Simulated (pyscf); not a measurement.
`[CH3][Si]([CH3])([CH3])[OH]` + `[OH2]` → `[CH4]` + `[CH3][Si]([CH3])([OH])[OH]`, a four-centre exchange (singlet surface; C–Si, H–O broken, C–H, O–Si formed). Single points on ωB97X-D3(BJ)/def2-SVP structures (PySCF, gas phase). Energies in eV from the separated reactants.

Small-basis levels: PySCF, no dispersion term, spherical d functions. AM1 to PM7: differences of heats of formation from MOPAC, which are fitted to 298 K values and so differ in kind from electronic energies by zero-point and thermal terms. Cost: rough CPU time at the saddle relative to B3LYP/6-31G*, from one job on a shared machine.

| level | barrier | reaction energy | cost |
|---|---|---|---|
| HF/STO-3G | 3.95 | -0.77 | 0.04 |
| HF/6-31G* | 2.84 | -1.45 | 0.10 |
| MP2/6-31G* | 1.94 | -1.41 | 0.1 |
| SVWN5/6-31G* | 0.79 | -1.40 | 1 |
| BP86/6-31G* | 1.50 | -1.38 | 2 |
| B3LYP/3-21G | 1.18 | -1.74 | 0.6 |
| B3LYP/6-31G* | 1.81 | -1.46 | 1 |
| B3LYP/6-311+G** | 2.18 | -1.09 | 2 |
| PBE/def2-SVP | 1.38 | -1.20 | 2 |
| B3LYP/def2-SVP | 1.80 | -1.30 | 1 |
| PM3 | 2.57 | -1.04 | under 0.02 |
| PM7 | 2.79 | -0.67 | under 0.02 |
| ωB97M-D3(BJ)/def2-TZVP | 1.83 | -1.22 | – |

Against the last row the barrier runs from -1.03 (SVWN5/6-31G*) to +2.12 eV (HF/STO-3G). ωB97M-D3(BJ)/def2-TZVP has limits of its own. On the reactant side the descent ends in a complex (not fully relaxed), 0.26 eV under the separated species and 2.14 eV under the saddle at ωB97X-D3(BJ)/def2-TZVP. This is the saddle that the search found; another between the same sides may lie lower.
